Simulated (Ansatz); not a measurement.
`C1=CN1` → `[C-]#[N+]C`  (isomerisation)

Isolated molecules relaxed with PBE0-D4/def2-TZVP in Ansatz; ΔE leaves out vibrations. CCSD(T)/CBS is the MP2 limit (def2-TZVPP, def2-QZVPP) plus CCSD(T) − MP2 in def2-TZVPP, frozen cores. This one scheme is used for every species. Functionals use def2-TZVPP. B3LYP here is the variant with VWN-RPA as its local correlation; programs differ in this. HSE06 is defined as in plane-wave codes.

`C1=CN1`:

Z-matrix (Å, degrees):
```
C
N 1 1.502
C 1 1.269 2 65.0
H 1 1.074 2 138.0 3 -172.9
H 2 1.024 1 107.6 3 -98.5
H 3 1.074 1 156.4 2 -168.1
```

`[C-]#[N+]C`:

Cartesian coordinates in Å:
```
C -0.556 -0.476 -1.963
N -0.246 -0.212 -0.873
C 0.127 0.109 0.448
H 1.185 -0.109 0.598
H -0.462 -0.480 1.153
H -0.048 1.169 0.636
```

```json
{"level": "LDA (SPW92)", "ΔE (kJ/mol)": "-200.7", "difference from CCSD(T)/CBS": "35.3"}
{"level": "BLYP-D4", "ΔE (kJ/mol)": "-238.4", "difference from CCSD(T)/CBS": "-2.4"}
{"level": "r2SCAN-D4", "ΔE (kJ/mol)": "-230.5", "difference from CCSD(T)/CBS": "5.5"}
{"level": "B97M-V", "ΔE (kJ/mol)": "-234.4", "difference from CCSD(T)/CBS": "1.6"}
{"level": "PBE0-D4", "ΔE (kJ/mol)": "-225.2", "difference from CCSD(T)/CBS": "10.8"}
{"level": "ωB97X-V", "ΔE (kJ/mol)": "-238.7", "difference from CCSD(T)/CBS": "-2.7"}
{"level": "PBE", "ΔE (kJ/mol)": "-214.4", "difference from CCSD(T)/CBS": "21.6"}
{"level": "revPBE", "ΔE (kJ/mol)": "-218.9", "difference from CCSD(T)/CBS": "17.1"}
{"level": "BLYP", "ΔE (kJ/mol)": "-238.6", "difference from CCSD(T)/CBS": "-2.6"}
{"level": "B3LYP", "ΔE (kJ/mol)": "-244.9", "difference from CCSD(T)/CBS": "-8.9"}
{"level": "r2SCANh", "ΔE (kJ/mol)": "-232.6", "difference from CCSD(T)/CBS": "3.4"}
{"level": "HSE06", "ΔE (kJ/mol)": "-225.0", "difference from CCSD(T)/CBS": "11.0"}
{"level": "RPA@PBE/def2-TZVPP", "ΔE (kJ/mol)": "-246.0", "difference from CCSD(T)/CBS": "-10.0"}
{"level": "MP2/def2-SVP", "ΔE (kJ/mol)": "-261.0", "difference from CCSD(T)/CBS": "-25.0"}
{"level": "MP2/def2-TZVPP", "ΔE (kJ/mol)": "-239.8", "difference from CCSD(T)/CBS": "-3.8"}
{"level": "SCS-MP2/def2-QZVPP", "ΔE (kJ/mol)": "-243.6", "difference from CCSD(T)/CBS": "-7.6"}
{"level": "CCSD(T)/CBS", "ΔE (kJ/mol)": "-236.0", "difference from CCSD(T)/CBS": "0"}
```

Largest T1 diagnostic among the species: 0.014.

In def2-TZVPP, CCSD(T) changes the Hartree–Fock value by +55.2 kJ/mol (the triples alone add +6.5 kJ/mol) and MP2 by +59.9 kJ/mol. At CCSD(T), def2-SVP lies −26.9 kJ/mol from the extrapolated value and def2-TZVPP −8.6 kJ/mol.
